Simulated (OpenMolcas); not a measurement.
## doublet C2H3F−: a scaling law for U-mPW1PW91

C2H3F−: 6 atoms, total charge -1, spin state doublet. As SMILES of the parent species, `C=CF`. The coordinates come from a PBE0-D4/def2-TZVP relaxation. That shape belongs to the parent species and isn't relaxed for this state.

U-mPW1PW91, energy, OpenMolcas 26.06, on 1 thread of Arm Neoverse V1, shared host. N is the number of basis functions, t the processor time.

```
     basis    N  t (s)   ln N   ln t
  def2-SVP   57    7.1  4.043  1.960
 def2-SVPD   87     19  4.466  2.944
 def2-TZVP  111     24  4.710  3.178
def2-TZVPD  141      ?  4.949      ?
```

Q: Fit t = C·Nᵖ to the known rows and estimate the time in def2-TZVPD.

A: 
1. Means of the 3 rows: ln N = 4.40633, ln t = 2.6940.
2. Σ(Δln N)² = 0.22778, Σ(Δln N·Δln t) = 0.42858, so the slope is 0.42858/0.22778 = 1.8816.
3. Intercept: 2.6940 − (1.8816) × 4.40633 = -5.5970. The largest residual of the fit is 0.138.
4. ln t = -5.5970 + 1.8816 × 4.949, so t ≈ 41 s.

The run took 73 s, so the estimate is too short by a factor of about 1.8. The fitted power is 1.9, with the electron count fixed. SCF iterations also vary, from 16 to 27. Fixed start-up costs flatten the line at the short runs, so it runs low for the long one.
